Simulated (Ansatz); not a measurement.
```yaml
crystal:
  periodic: [false, false, false]
  atoms:
    - {symbol: Na, position_ang: [0.000000, 0.000000, -2.451367]}
    - {symbol: Mg, position_ang: [0.000000, 0.000000, 0.267776]}
    - {symbol: H, position_ang: [0.000000, 0.000000, 2.183591]}
basis:
  gaussian: {orbitals: def2-TZVP}
hamiltonian: {xc: pbe0}
relax: {f_tol: 0.004, max_steps: 80}
```

```sh
$ ansatz run in.yaml --threads 1 --pin off --events-out ev --progress --plain --max-ram 2176MiB
```

Steps of the relaxation (energy above the last step; positions in Å, forces in eV/Å):

```
3
step 1, 194.0 meV
Na    0.000    0.000   -2.451    0.000    0.000   -0.789
Mg    0.000    0.000    0.268    0.000    0.000    1.736
H     0.000    0.000    2.184    0.000    0.000   -0.947
```

```
3
step 2, 120.7 meV
Na    0.000    0.000   -2.429    0.000    0.000   -0.446
Mg    0.000    0.000    0.407    0.000    0.000   -0.910
H     0.000    0.000    2.021    0.000    0.000    1.355
```

```
3
step 3, 11.0 meV
Na    0.000    0.000   -2.528    0.000    0.000   -0.182
Mg    0.000    0.000    0.405    0.000    0.000   -0.070
H     0.000    0.000    2.123    0.000    0.000    0.252
```

```
3
step 4, 0.3 meV
Na    0.000    0.000   -2.582    0.000    0.000   -0.036
Mg    0.000    0.000    0.416    0.000    0.000    0.048
H     0.000    0.000    2.165    0.000    0.000   -0.012
```

```
3
step 5, 0.0 meV
Na    0.000    0.000   -2.595    0.000    0.000    0.005
Mg    0.000    0.000    0.424    0.000    0.000   -0.003
H     0.000    0.000    2.171    0.000    0.000   -0.002
```

```
3
step 6, 0.0 meV
Na    0.000    0.000   -2.593    0.000    0.000    0.000
Mg    0.000    0.000    0.423    0.000    0.000    0.000
H     0.000    0.000    2.170    0.000    0.000    0.000
```

Close pairs at the end: Mg2–H3 1.747 Å, Na1–Mg2 3.016 Å.

A stationary point of restricted PBE0 after 6 steps (its stability towards spin polarisation wasn't tested); no frequencies were run, so it isn't proven a minimum. 13 s on 1 thread of Intel Xeon Platinum 8375C, shared host.
